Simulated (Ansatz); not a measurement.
Computed with Ansatz on PBE0-D4/def2-TZVP structures; ΔE is electronic, products minus reactants. CCSD(T)/CBS adds triple-zeta CCSD(T) − MP2 to the extrapolated MP2 energy (def2 sets, frozen cores). This one scheme is used for every species. Each species was taken in one conformer, which may not be the lowest.

Reaction (formal exchange of groups at the Si–H bond): `[SiH2]` + `CCOC(F)F` → `CC[SiH]` + `OC(F)F`

`[SiH2]`:

```xyz
3

Si   -0.133    0.335   -0.614
H     0.975    0.420    0.432
H    -0.842   -0.756    0.182
```

`CCOC(F)F`:

Cartesian coordinates in Å:
```
C -0.210 0.901 1.545
C 0.381 0.051 0.454
O -0.535 0.032 -0.638
C -0.188 -0.804 -1.637
F -1.216 -0.864 -2.491
F 0.884 -0.328 -2.327
H -0.376 1.920 1.190
H 0.471 0.940 2.397
H -1.165 0.493 1.882
H 0.547 -0.978 0.803
H 1.341 0.453 0.116
H 0.067 -1.816 -1.295
```

`CC[SiH]`:

Z-matrix (Å, degrees):
```
C
C 1 1.523
H 1 1.093 2 111.1
H 1 1.094 2 112.0 3 119.8
H 1 1.092 2 111.0 3 -119.2
Si 2 1.891 1 121.0 3 67.6
H 2 1.111 1 109.8 3 -179.7
H 2 1.095 1 111.7 3 -64.8
H 6 1.532 2 94.7 1 32.0
```

`OC(F)F`:

Cartesian coordinates in Å:
```
O -0.001 0.804 -0.734
C -0.245 -0.175 0.156
F 0.294 0.110 1.367
F 0.319 -1.346 -0.229
H 0.955 0.916 -0.821
H -1.322 -0.309 0.261
```

```csv
species,MP2/def2-QZVPP energy (Eh)
`[SiH2]`,-290.15204
`CCOC(F)F`,-392.37034
`CC[SiH]`,-368.63467
`OC(F)F`,-313.91722
```

Problem. Work out ΔE.

Solution. ΔE = (-368.63467) + (-313.91722) − (-290.15204) − (-392.37034) = -0.02951 Eh = -77.5 kJ/mol. CCSD(T)/CBS gives -70.3 kJ/mol.

Largest T1 diagnostic among the species: 0.014.

Leaving LDA and LC-ωPBE aside and taking each functional with its dispersion term where it has one, the values, not all of them listed here, spread over 12.8 kJ/mol, from revPBE-D4 to CAM-B3LYP-D4. In def2-TZVPP, CCSD(T) changes the Hartree–Fock value by −14.9 kJ/mol (the triples alone add −2.2 kJ/mol) and MP2 by −23.9 kJ/mol. From BLYP to BHLYP (50 % exact exchange), in def2-TZVPP and without D4, ΔE moves by +4.7 kJ/mol.
